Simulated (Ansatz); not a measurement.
```yaml
crystal:
  periodic: [false, false, false]
  atoms:
    - {symbol: B, position_ang: [0.000000, 0.000000, -1.487639]}
    - {symbol: B, position_ang: [0.000000, 0.000000, 0.146291]}
    - {symbol: O, position_ang: [0.000000, 0.000000, 1.341348]}
basis:
  gaussian: {orbitals: def2-TZVP}
hamiltonian: {xc: pbe0}
relax: {f_tol: 0.004, max_steps: 80}
```

```sh
$ ansatz run in.yaml --threads 1 --pin off --events-out ev --progress --plain --max-ram 2176MiB
```

Steps of the relaxation (energy above the last step; positions in Å, forces in eV/Å):

```
3
step 1, 184.0 meV
B     0.000    0.000   -1.488    0.000    0.000   -2.639
B     0.000    0.000    0.146    0.000    0.000    2.132
O     0.000    0.000    1.341    0.000    0.000    0.507
```

```
3
step 2, 31.7 meV
B     0.000    0.000   -1.547    0.000    0.000   -0.962
B     0.000    0.000    0.173    0.000    0.000    0.820
O     0.000    0.000    1.373    0.000    0.000    0.142
```

```
3
step 3, 26.1 meV
B     0.000    0.000   -1.603    0.000    0.000    0.305
B     0.000    0.000    0.211    0.000    0.000   -2.404
O     0.000    0.000    1.392    0.000    0.000    2.099
```

```
3
step 5, 0.0 meV
B     0.000    0.000   -1.593    0.000    0.000    0.000
B     0.000    0.000    0.196    0.000    0.000   -0.002
O     0.000    0.000    1.398    0.000    0.000    0.002
```

Close pairs at the end: B2–O3 1.202 Å, B1–B2 1.789 Å.

A stationary point of restricted PBE0 after 5 steps (its stability towards spin polarisation wasn't tested); no frequencies were run, so it isn't proven a minimum. 3.5 s on 1 thread of Intel Xeon 6975P-C, shared host.
